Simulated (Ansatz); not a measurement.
CHP (methylidynephosphane): methods side by side

The species is CHP (3 atoms), meant as a singlet with charge 0. SMILES: `C#P`. The coordinates come from a GFN2-xTB relaxation.

```xyz
3

C    -0.1371    0.0598   -0.0664
P     1.1492   -0.5127    0.5742
H    -1.0121    0.4528   -0.5078
```

Each level gives the electronic atomisation energy (eV). The values are calculated. Electronic energies at fixed atoms, without zero-point motion or spin-orbit coupling.

```
         level                    kind  program  value (eV)  less FCI/STO-3G
     HF/STO-3G            Hartree–Fock   Ansatz        7.01            -4.13
 revPBE/STO-3G                     GGA   Ansatz       12.94            +1.80
  HSE06/STO-3G  range-separated hybrid   Ansatz       12.44            +1.30
  wB97X/STO-3G  range-separated hybrid   Ansatz       12.03            +0.89
 B2PLYP/STO-3G           double hybrid   Ansatz       12.06            +0.92
RPA@PBE/STO-3G                     RPA   Ansatz       10.69            -0.45
  CCSDT/STO-3G   coupled cluster or CI   Ansatz       11.05            -0.09
    FCI/STO-3G      exact in the basis   Ansatz       11.14             0.00
```

FCI/STO-3G is exact within its basis and frozen core, so for wave-function methods in that basis the difference is their error; functionals converge differently with the basis, so for them it is only a difference. The values span 7.01 to 12.94 eV. All rows use very small basis sets, so none should be taken for the real molecule's value.
